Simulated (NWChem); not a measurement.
## A calculation on difluoromethane (CH₂F₂)

```xyz
5

F      1.0958     0.0000     0.2872
C      0.0000     0.0000    -0.4910
F     -1.0958     0.0000     0.2872
H      0.0000    -0.9137    -1.1116
H      0.0000     0.9137    -1.1116
```
Charge 0, spin multiplicity 1.

Program: NWChem. All single points use one geometry, from PBE0/def2-SVP, a minimum by its harmonic frequencies.

Symmetry labels belong to the abelian group C2v used in the runs, with the axes of the coordinates shown.

Question: List the lowest 4 singlet excitations that TD-PBE/def2-SVPD gives, with oscillator strengths.

Answer: 
| state | symmetry | energy (eV) | wavelength (nm) | f |
|---|---|---|---|---|
| 1 | b2 | 8.32 | 149 | 0.026 |
| 2 | a2 | 9.27 | 134 | 0.000 |
| 3 | b2 | 9.65 | 128 | 0.022 |
| 4 | a1 | 9.82 | 126 | 0.063 |
